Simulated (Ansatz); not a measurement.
# Ga2O3 (C2/m, No. 12)

Calculation: LDA (Ansatz, an electronic-structure program, PAW).

Run with plane-wave cutoff 520 eV, 12×12×6 k mesh (along the axes of the cell as run), Fermi–Dirac smearing 0.01 eV, scalar-relativistic PAW data made under PBE.

Cell (relaxed at this level):

Ga₂O₃ has the monoclinic space group C2/m (No. 12), Pearson symbol mS20. Lattice parameters: a = 12.1345 Å, b = 3.0156 Å, c = 5.7503 Å, α = γ = 90.00°, β = 103.74°. Ga1 on 4i has 6 O at 1.920–2.054 Å (octahedral). Ga2 on 4i is coordinated by 4 O at 1.820–1.852 Å (tetrahedral). O1 on 4i is surrounded by 2 Ga at 1.825 Å and 1 Ga at 1.920 Å (trigonal planar). O2 on 4i is coordinated by 1 Ga at 1.852 Å and 3 Ga at 1.993–2.054 Å. O3 on 4i has 1 Ga at 1.820 Å and 2 Ga at 1.928 Å. (Neighbours: up to the widest gap in distance over summed covalent radii, below 1.35, at either atom; cation-cation and far metal-metal contacts left out.)
(The calculation used a cell of 10 atoms; values per cell refer to that cell.)

For Ga2O3 (C2/m, No. 12), the band gap is 2.51 eV (on the SCF k mesh).

Measured, for comparison: band gap 4.85 ± 0.1 eV (room temperature, not corrected to a static lattice, ARPES, indirect, as cited; as tabulated in Mengle et al. (2016), arXiv:1902.02681).

Note: the relaxation could not lower the start's symmetry, so the cell can be a saddle point above a distorted one.

Spin–orbit coupling is not included.

Computed values are for the static lattice.

Cost on a shared machine: roughly 10 core-minutes.
